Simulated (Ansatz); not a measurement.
# C₃H₄FN: basis-set convergence

One table from this session's results is given with a row withheld; the runs are named, their logs left out.

Program: Ansatz 0.2.0, Gaussian basis. Level of theory: one geometry, several basis sets. These are calculated values, not measurements.

Levels to be run: PBE0-D4/def2-SVP; ωB97M-V/def2-SVP; PBE0-D4/def2-QZVPP; ωB97M-V/def2-QZVPP; the functionals' def2-TZVPP values are taken from earlier runs.

## The relaxed structure

An earlier PBE0-D4 in a triple-zeta def2 set relaxation fixed the geometry.

SMILES `NC=C=CF`, 9 atoms, charge 0, spin multiplicity 1.

Atoms are counted from 1 here; the program's logs count them from 0.

Bond lengths: N1–C2 1.378 Å, N1–H6 1.007 Å, N1–H7 1.006 Å, C2–C3 1.311 Å, C2–H8 1.088 Å, C3–C4 1.294 Å, C4–F5 1.353 Å, C4–H9 1.086 Å. Angles: C2–N1–H6 115.9°, C2–N1–H7 115.8°, H6–N1–H7 113.6°, N1–C2–C3 126.8°, N1–C2–H8 114.1°, C3–C2–H8 119.0°, C2–C3–C4 175.5°, C3–C4–F5 123.0°, C3–C4–H9 126.1°, F5–C4–H9 110.9°.

The first run:

The input, in.yaml:

```yaml
crystal:
  periodic: [false, false, false]
  atoms:
    - {symbol: N, position_ang: [1.557686, -0.633376, -0.627375]}
    - {symbol: C, position_ang: [0.280516, -0.797947, -0.136287]}
    - {symbol: C, position_ang: [-0.526172, 0.146083, 0.285642]}
    - {symbol: C, position_ang: [-1.306223, 1.044185, 0.795711]}
    - {symbol: F, position_ang: [-2.270823, 1.671367, 0.084197]}
    - {symbol: H, position_ang: [1.804511, 0.302005, -0.907502]}
    - {symbol: H, position_ang: [1.875464, -1.341956, -1.266924]}
    - {symbol: H, position_ang: [-0.038687, -1.836038, -0.065906]}
    - {symbol: H, position_ang: [-1.287772, 1.399277, 1.821344]}
basis:
  gaussian: {orbitals: def2-SVP}
hamiltonian: {xc: pbe0, dispersion: d4}
output: {orbitals: {seedname: orbitals}}
```

Launch:

```
$ ansatz run in.yaml --threads 2 --pin off --events-out ev --progress --plain --max-ram 4352MiB
```

Steps of the session up to this table: PBE0-D4 in def2-SVP; ωB97M-V in def2-SVP; PBE0-D4 in def2-QZVPP; ωB97M-V in def2-QZVPP.

One of the session's tables, all rows but one given; the rest of the session is left out.

```
functional       basis  HOMO (eV)  LUMO (eV)
   PBE0-D4    def2-SVP      -6.31       0.49
   PBE0-D4  def2-TZVPP      -6.50       0.16
   PBE0-D4  def2-QZVPP          ?          ?
   ωB97M-V    def2-SVP      -8.48       2.53
   ωB97M-V  def2-TZVPP      -8.68       1.93
   ωB97M-V  def2-QZVPP      -8.73       1.42
```

Estimate the missing values for PBE0-D4, def2-QZVPP.

**Answer.** HOMO (eV): -6.54; LUMO (eV): -0.04. In the column «HOMO (eV)» it lies between ωB97M-V, def2-SVP (-8.48) and PBE0-D4, def2-TZVPP (-6.50).
